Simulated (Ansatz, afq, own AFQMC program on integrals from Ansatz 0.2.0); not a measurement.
# Atomization energy of BNH$_{3}$, doublet

```
atom   x (Å)    y (Å)    z (Å)
   B  0.0000  -0.1798   0.7865
   N  0.0000   0.0674  -0.5650
   H  0.0000   0.6578   1.6392
   H  0.0000   0.9957  -0.9652
   H  0.0000  -0.6620  -1.2589
```

Connectivity, by distances: BH–NH2.

Atoms in their ground-state spins without spin–orbit coupling (mostly on UHF) minus the molecule (UHF), without zero-point energy. The geometry is a stationary point, not shown to be a minimum.

Basis cc-pVTZ. Only valence electrons are correlated. AFQMC by an in-house program on the Cholesky factors that Ansatz 0.2.0 writes for its CCSD(T) run. The CISD trial takes its coefficients from CCSD amplitudes. Released means that phaseless walkers are propagated on without the constraint, phases kept. Uncertainties: one standard error, sampling alone. The errors of all members are added in quadrature.

No full CI on the walks' own integrals is used here. The released AFQMC energy serves as the reference, which it does only where one determinant dominates, the energy is flat over the last release times and near the phaseless one (40 meV or 2 meV an electron, half that with transition metals). On small molecules, where full CI could be run and the noise was under 10 meV, such values lay within 10 meV of it in 19 cases of 20, a flattering rate, since the rule was set on those same cases; what remains of the bias isn't in the error bar. Each member takes its own surest rung, up to full CI.

The best estimate is CCSD(T) at the basis-set limit (CBS: def2-TZVPP and def2-QZVPP, with their diffuse functions for anions and beside diffuse sets, CCSD(T) itself extrapolated) plus the step from CCSD(T) to AFQMC with the constraint released in cc-pVTZ. Rows without CBS are in cc-pVTZ; B2PLYP and the wave-function rows carry a basis error of their own. Core correlation and relativity beyond core potentials are missing, and ± holds the sampling alone.

Cautions: BNH₃ (doublet): the released value is read at 2.40 1/Eh (meV from the phaseless value at times in 1/Eh: -8 ± 4 at 0.24, -5 ± 4 at 0.51, -14 ± 3 at 0.99, 3 ± 8 at 1.62, -3 ± 7 at 2.40); other spins of the molecule weren't checked.

```csv
level,atomization energy (kcal/mol)
CCSD,372.0
HF,284.5
wB97M-V,392.6
```

**Question.** From these cheaper values, estimate the atomization energy at the level of the best estimate.

**Answer.** 388.3 ± 0.2 kcal/mol (best estimate, highest rung released AFQMC).

```tsv
level	atomization energy (kcal/mol)	error against the best estimate (kcal/mol)
MP2	382.4	-5.8 ± 0.2
CCSD(T)	377.0	-11.3 ± 0.2
ph-AFQMC/CISD	377.1 ± 0.1	-11.1 ± 0.2
released AFQMC	377.1 ± 0.2	-11.2
HF/CBS	285.7	-102.5 ± 0.2
MP2/CBS	394.0	5.7 ± 0.2
CCSD(T)/CBS	388.2	0.0 ± 0.2
PBE	401.7	13.4 ± 0.2
r2SCAN	395.3	7.1 ± 0.2
PBE0	393.6	5.3 ± 0.2
B3LYP	395.6	7.3 ± 0.2
B2PLYP	390.4	2.1 ± 0.2
```

Correlation beyond CCSD(T) changes it by less than twice the noise. Going to the basis-set limit adds 11.2 kcal/mol at CCSD(T). The perturbative (T) step is worth +5.0 kcal/mol. The functionals spread over 11.3 kcal/mol; B2PLYP comes nearest and PBE is 13.4 kcal/mol too high.

Best estimates are given only where the step beyond CCSD(T) is under 0.3 eV and no member's determinant is very poor (T1 over 0.05, or 0.07 for open shells, ⟨S²⟩ too high by 0.3, two states mixed), so the hardest cases are missing from such tables.

The functionals ran in a triple-zeta set and keep a basis error of their own, a few kJ/mol for each bond in atomization energies and more for double hybrids, so close places among them and the extrapolated levels can swap.

Each member of a difference takes its own highest rung, so a best estimate needn't equal the limit plus the step of one row. A walk keeps the symmetry of its determinant, which the program's search chose and which needn't be the lowest solution, so a lower state of the same spin and another symmetry isn't excluded. Released energies are given only where the last usable release times agree within the noise; a slower fall can still hide under it.
